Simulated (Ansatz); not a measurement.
Cartesian coordinates in Å:
```
F -1.0566 -1.5061 0.5651
C -0.9825 -0.5348 -0.4006
O -0.4544 0.6307 0.1287
C 0.8879 0.5958 0.3921
F 1.1821 1.7234 1.0366
F 1.5923 0.5801 -0.7642
H -1.9923 -0.2944 -0.7307
H -0.3681 -0.9260 -1.2166
H 1.1916 -0.2688 0.9897
```

The species carries charge 0 and has multiplicity 1.

**Question.** List the B3LYP/def2-TZVPP orbital energies in eV (the Gaussian-basis code of Ansatz). (Estimate.)

**Answer.** Computed: Occupied: -672.52, -672.42, -672.03, -522.24, -282.99, -280.96, -35.26, -33.66, -33.39, -30.04, -20.87, -18.59, -16.52, -16.25, -16.07, -14.76, -14.41, -12.92, -12.37, -12.15, -11.73, -11.10, -10.99, -9.88, -9.65. Lowest empty: 1.08, 1.69, 2.19, 2.38, 2.84, 3.31, 3.49, 5.11.

B3LYP here is the variant with VWN-RPA as its local correlation; programs differ in this.
